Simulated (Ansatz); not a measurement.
Mulliken charges of CH4AlCl, SMILES `[AlH2][CH2]Cl` from ωB97M-V/def2-TZVPP in Ansatz (PBE0-D4/def2-TZVP geometry).

```csv
atom,x (Å),y (Å),z (Å),charge (e)
Al1,-0.695,0.292,-0.826,0.446
C2,0.585,-0.098,0.619,-0.366
Cl3,0.553,-1.827,1.088,-0.141
H4,-1.575,-0.859,-1.458,-0.103
H5,-0.796,1.799,-1.320,-0.114
H6,0.377,0.485,1.520,0.139
H7,1.613,0.140,0.332,0.138
```

Task: By hand: the dipole of these point charges (1 e Å = 4.8032 D).

Result: Σ q r = (-0.074, 0.394, -0.191) e Å, of length 0.444 e Å = 2.13 D.

Task: How does the dipole of the full density compare? (Estimate.)

Result: The calculation gave: (0.036, 0.349, -0.065) e Å, 1.71 D; the point charges give 1.25 times that, at 22° from its direction.

Point charges leave out the atoms' own dipoles, such as those of lone pairs, and Mulliken's split depends on the basis, so the two needn't agree.
